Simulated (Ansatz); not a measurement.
Molecular dynamics, step by step

CH4OSi, closed shell, PBE0-D4/def2-SVP (Ansatz 0.2.0). Settings (timestep in fs, temperature in K; T counts 15 degrees of freedom):

```yaml
hamiltonian: {xc: pbe0, dispersion: d4}
md: {n_steps: 60, timestep: 0.5, temperature: 300, ensemble: nve, seed: 528, initial_velocities: maxwell_boltzmann}
```

Start, the saddle point found with PBE0-D4 in triple zeta (not stationary at another level):

```csv
atom,x (Å),y (Å),z (Å)
H1,-0.1986,-2.2992,-0.7538
O2,-1.2828,-1.6155,-0.0052
Si3,0.0557,-0.8491,-0.3300
C4,0.3210,0.9263,0.1944
H5,1.2173,1.0224,0.8136
H6,-0.5587,1.2455,0.7626
H7,0.4461,1.5697,-0.6815
```

```tsv
step	time (fs)	potential energy less the start (meV)	kinetic energy (meV)	T (K)
0	0.00	0.0	193.9	300
4	2.00	33.9	160.1	248
8	4.00	65.9	128.4	199
12	6.00	16.7	177.7	275
16	8.00	-154.4	349.3	540
20	10.00	-560.1	755.1	1168
24	12.00	-1226.9	1420.0	2197
28	14.00	-1819.5	2010.8	3111
32	16.00	-1998.5	2189.9	3388
36	18.00	-1790.6	1983.0	3068
40	20.00	-1424.9	1618.2	2504
44	22.00	-1096.3	1289.9	1996
48	24.00	-863.1	1056.7	1635
52	26.00	-734.2	927.7	1435
56	28.00	-685.9	878.4	1359
60	30.00	-538.5	731.0	1131
```

Step 36, positions (Å) and forces (eV/Å):

```json
{"atom": "H1", "x": "1.275", "y": "-1.511", "z": "-1.414", "Fx": "-1.971", "Fy": "0.694", "Fz": "1.720"}
{"atom": "O2", "x": "-1.332", "y": "-1.566", "z": "0.040", "Fx": "0.892", "Fy": "0.189", "Fz": "-0.192"}
{"atom": "Si3", "x": "0.014", "y": "-0.890", "z": "-0.313", "Fx": "1.646", "Fy": "-0.502", "Fz": "-1.666"}
{"atom": "C4", "x": "0.372", "y": "0.904", "z": "0.160", "Fx": "-1.513", "Fy": "-1.019", "Fz": "-0.012"}
{"atom": "H5", "x": "1.206", "y": "1.148", "z": "0.813", "Fx": "0.458", "Fy": "-0.033", "Fz": "0.037"}
{"atom": "H6", "x": "-0.583", "y": "1.014", "z": "0.720", "Fx": "0.320", "Fy": "0.628", "Fz": "-0.043"}
{"atom": "H7", "x": "0.333", "y": "1.515", "z": "-0.758", "Fx": "0.167", "Fy": "0.043", "Fz": "0.157"}
```

Step 44, positions (Å) and forces (eV/Å):

| atom | x | y | z | Fx | Fy | Fz |
| --- | --- | --- | --- | --- | --- | --- |
| H1 | 1.613 | -0.977 | -1.314 | -2.526 | -1.070 | 1.132 |
| O2 | -1.345 | -1.542 | 0.061 | 0.700 | -0.555 | -0.464 |
| Si3 | 0.009 | -0.920 | -0.325 | 2.748 | 2.150 | -1.020 |
| C4 | 0.364 | 0.895 | 0.153 | -0.954 | -1.182 | 0.543 |
| H5 | 1.255 | 1.086 | 0.770 | 0.106 | -0.172 | -0.221 |
| H6 | -0.532 | 1.101 | 0.740 | -0.213 | 0.671 | 0.258 |
| H7 | 0.361 | 1.495 | -0.760 | 0.138 | 0.158 | -0.228 |

Step 48, positions (Å) and forces (eV/Å):

```csv
atom,x,y,z,Fx,Fy,Fz
H1,1.640,-0.755,-1.191,-2.235,-1.816,0.592
O2,-1.349,-1.531,0.070,0.736,-0.798,-0.594
Si3,0.011,-0.931,-0.333,2.529,3.080,-0.443
C4,0.354,0.884,0.151,-0.742,-0.468,0.838
H5,1.295,1.048,0.743,-0.497,-0.293,-0.517
H6,-0.514,1.182,0.762,0.120,0.445,0.032
H7,0.382,1.494,-0.772,0.089,-0.150,0.091
```

Last step (60):

```xyz
7
angstrom
H 1.3326 -0.5799 -0.7921
O -1.3481 -1.5118 0.0863
Si 0.0339 -0.9366 -0.3565
C 0.3063 0.8537 0.1621
H 1.3193 0.8754 0.5819
H -0.3804 1.4669 0.7942
H 0.4529 1.4339 -0.7706
```

Hardware: 2 CPU threads of an Arm Neoverse V1, shared host. Wall time about 54 s.
